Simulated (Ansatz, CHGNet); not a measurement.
For LiTaO3 (R3c, No. 161), the machine-learned potential CHGNet 0.3.0 (trained on PBE and PBE+U data) gives:

| Property | Value |
|---|---|
| lattice parameter a | 5.210 Å |
| lattice parameter c | 13.958 Å |

Q: What does HSE06 (PAW; Ansatz, a quantum-chemistry and plane-wave program) give for the same quantities?

A: 
- lattice constant a: 5.139 Å (shrinks by 1.4 %)
- lattice parameter c: 13.777 Å (falls by 1.3 %)

Changes are worked out from the printed values.

Unless a cell is named, each level is at its own relaxed cell (CHGNet 0.3.0 10.94, HSE06 10.50 Å³/atom).

Levels without +SOC leave out spin–orbit coupling, which shifts energies and cells of such heavy elements.

Ansatz's density-functional and Hartree–Fock values are scalar-relativistic unless marked +SOC, with PAW data made under PBE.
